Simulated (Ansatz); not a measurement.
Reaction (hydrogenolysis of a C–C bond): `CC1CCC1` + H₂ → `C1CCC1` + CH₄

Isolated molecules relaxed with PBE0-D4/def2-TZVP in Ansatz; ΔE leaves out vibrations. CCSD(T)/CBS is the MP2 limit (def2-TZVPP, def2-QZVPP) plus CCSD(T) − MP2 in def2-TZVPP, frozen cores. This one scheme is used for every species. DFT in def2-TZVPP. B3LYP here is the variant with VWN-RPA as its local correlation; programs differ in this.

| level | ΔE (kJ/mol) |
| --- | --- |
| B3LYP-D4 | -65.0 |
| B3LYP | -75.6 |
| MP2/def2-TZVPP | -57.4 |
| SCS-MP2/def2-TZVPP | -61.7 |
| CCSD(T)/def2-TZVPP | -61.4 |
| SCS-MP2/def2-QZVPP | -61.1 |
| HF/CBS(def2) | -82.9 |
| MP2/CBS(def2) | -56.4 |

(1) What does CCSD(T)/CBS give? (An estimate is asked.)

Largest T1 diagnostic among the species: 0.008.

Answers

(1) Ansatz gave: -60.3 kJ/mol. The listed levels differ from it by -4.7, -15.3, 2.9, -1.4, -1.1, -0.8, -22.6, 3.9 kJ/mol.

In def2-TZVPP, CCSD(T) changes the Hartree–Fock value by +21.7 kJ/mol (the triples alone add +4.1 kJ/mol) and MP2 by +25.7 kJ/mol. The D4 term adds +10.7 kJ/mol with B3LYP and +5.9 kJ/mol with PBE0; it sums over pairs of atoms, weighted by their polarisabilities, and B3LYP, whose exchange is more repulsive, gets the larger term.
